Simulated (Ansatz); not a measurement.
Loss of CO: CHO2 → OH + CO

Species: CHO2 `O=[C]O`, doublet; OH, doublet; CO (carbon monoxide), singlet. 

Shapes, held fixed at every level: PBE0-D4/def2-TZVP. Flexible molecules stand in one conformer, not always the lowest. Programs: Ansatz 0.2.0. The zero-point and thermal change to 298 K, harmonic and unscaled (PBE0-D4/def2-TZVP), is -12.5 kJ/mol.

```
               level                   kind  ΔH(298 K) (kJ/mol)  less CCSD(T)/CBS estimate
         HF/def2-SVP           Hartree–Fock               +19.8                      -82.0
       HF/def2-TZVPP           Hartree–Fock                +2.1                      -99.7
    SPW92/def2-TZVPP                    LDA              +248.3                     +146.5
   PBE-D4/def2-TZVPP                    GGA              +167.4                      +65.6
r2SCAN-D4/def2-TZVPP               meta-GGA              +145.8                      +44.0
    CCSD(T)/def2-SVP  coupled cluster or CI               +94.3                       -7.5
CCSD(T)/CBS estimate  coupled cluster or CI              +101.8                        0.0
```

The highest level, CCSD(T)/CBS estimate, gives ΔH(298 K) = +101.8 kJ/mol; the levels span +2.1 to +248.3. The column of differences is taken from that level and isn't an error. No measured value is set beside it here. Open shells run unrestricted unless RO is named. The CBS estimate extrapolates MP2 from def2-TZVPP and def2-QZVPP and adds CCSD(T) − MP2 in the triple-zeta set, cores frozen.
